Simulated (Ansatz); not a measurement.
Input file:

```yaml
crystal:
  periodic: [false, false, false]
  atoms:
    - {symbol: Si, position_ang: [0.000475, -0.113484, 0.611727]}
    - {symbol: O, position_ang: [-0.000358, 0.151028, -1.032932]}
    - {symbol: H, position_ang: [0.047606, 1.414825, 0.932470]}
    - {symbol: H, position_ang: [-0.055171, -0.649996, -1.581677]}
basis:
  gaussian: {orbitals: cc-pVDZ}
magnetization: {spin_polarized: true, initial_magnetization: 0}
correlation: {method: bccd_t, electrons: all}
charge: 1
output: {forces: true}
```

```sh
$ ansatz run in.yaml --threads 1 --pin off --events-out ev --progress --plain --max-ram 2393MiB
```

(1) What does the program do with this input?

## Answers

(1) Refused. The input was made wrong on purpose (unknown input key), so the run isn't a sound calculation of what was asked.
```
Error: YAML parse error: error: line 12 column 1: unknown field `charge`, expected one of crystal, accuracy, basis, kpoints, hamiltonian, magnetization, projection, total_charge, correlation, batch, efield, external_charges, scf, relax, neb, saddle, md, ramp, phonons, dielectric, real_time, elastic, magnetic_configurations, gw, evaluate, workflow, output, checkpoint, execution
  --> <input>:12:1
   |
10 | magnetization: {spin_polarized: true, initial_magnetization: 0}
11 | correlation: {method: bccd_t, electrons: all}
12 | charge: 1
   | ^ unknown field `charge`, expected one of crystal, accuracy, basis, kpoints, hamiltonian, magnetization, projection, total_charge, correlation, batch, efield, external_charges, scf, relax, neb, saddle, md, ramp, phonons, dielectric, real_time, elastic, magnetic_configurations, gw, evaluate, workflow, output, checkpoint, execution
13 | output: {forces: true}
   |
```
